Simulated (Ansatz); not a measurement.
The inner images of a band of AlFH2 + H3P (8 atoms, charge 0, multiplicity 1) are given out of order.

The calculation used RKS PBE/def2-SVPD in Ansatz.

Image 0:

```xyz
8
Properties=species:S:1:pos:R:3
Al 0.000 -0.046 -0.029
F -0.084 0.525 1.580
H 1.445 -0.122 -0.689
H -1.384 -0.139 -0.813
P 0.134 -3.071 1.078
H -0.602 -2.269 0.111
H 1.422 -2.599 0.639
H 0.027 -2.079 2.116
```

Image 8:

```xyz
8
Properties=species:S:1:pos:R:3
Al 0.105 -0.368 -0.164
F -0.120 0.077 1.894
H 1.500 0.330 -0.492
H -1.309 0.084 -0.744
P 0.203 -2.534 0.849
H -0.767 -3.340 0.178
H 1.400 -3.151 0.374
H -0.053 -0.897 2.097
```

Put them in order from the first end to the last, with their energies above the first end.
A.
```xyz
8
Properties=species:S:1:pos:R:3
Al 0.065 -0.025 0.087
F -0.124 0.552 1.691
H 1.543 0.013 -0.500
H -1.273 -0.203 -0.754
P 0.192 -2.992 1.215
H -0.791 -2.831 0.175
H 1.302 -2.670 0.355
H 0.044 -1.643 1.723
```
B.
```xyz
8
Properties=species:S:1:pos:R:3
Al 0.094 -0.381 -0.032
F -0.121 0.082 1.861
H 1.518 0.159 -0.495
H -1.295 -0.091 -0.753
P 0.192 -2.654 1.100
H -0.784 -3.036 0.125
H 1.376 -2.845 0.317
H -0.021 -1.033 1.868
```
C.
```xyz
8
Properties=species:S:1:pos:R:3
Al 0.079 -0.269 0.034
F -0.121 0.187 1.786
H 1.523 0.124 -0.506
H -1.291 -0.121 -0.763
P 0.189 -2.726 1.188
H -0.786 -2.962 0.157
H 1.354 -2.775 0.345
H 0.010 -1.257 1.751
```
D.
```xyz
8
Properties=species:S:1:pos:R:3
Al 0.067 -0.137 0.070
F -0.121 0.336 1.734
H 1.531 0.077 -0.515
H -1.284 -0.158 -0.769
P 0.191 -2.857 1.240
H -0.787 -2.887 0.183
H 1.326 -2.711 0.366
H 0.036 -1.462 1.683
```
E.
```xyz
8
Properties=species:S:1:pos:R:3
Al 0.102 -0.411 -0.099
F -0.125 0.089 1.901
H 1.511 0.220 -0.491
H -1.302 -0.030 -0.748
P 0.198 -2.586 0.976
H -0.777 -3.180 0.119
H 1.396 -2.988 0.312
H -0.046 -0.913 2.022
```
F.
```xyz
8
Properties=species:S:1:pos:R:3
Al 0.005 -0.040 0.030
F -0.118 0.585 1.616
H 1.465 -0.117 -0.594
H -1.366 -0.182 -0.768
P 0.130 -3.050 1.120
H -0.634 -2.421 0.062
H 1.400 -2.686 0.550
H 0.076 -1.889 1.974
```
G.
```xyz
8
Properties=species:S:1:pos:R:3
Al 0.037 -0.018 0.078
F -0.132 0.650 1.643
H 1.514 -0.080 -0.507
H -1.310 -0.219 -0.744
P 0.157 -3.044 1.151
H -0.733 -2.627 0.096
H 1.345 -2.680 0.424
H 0.080 -1.781 1.852
```

F (+0.1 kJ/mol), G (+0.5 kJ/mol), A (+2.2 kJ/mol), D (+18.7 kJ/mol), C (+67.1 kJ/mol), B (+95.5 kJ/mol), E (+88.3 kJ/mol).

Run time: 110 s on 4 threads of Arm Neoverse V1, with other jobs on the host, peak memory 0.14 GiB.
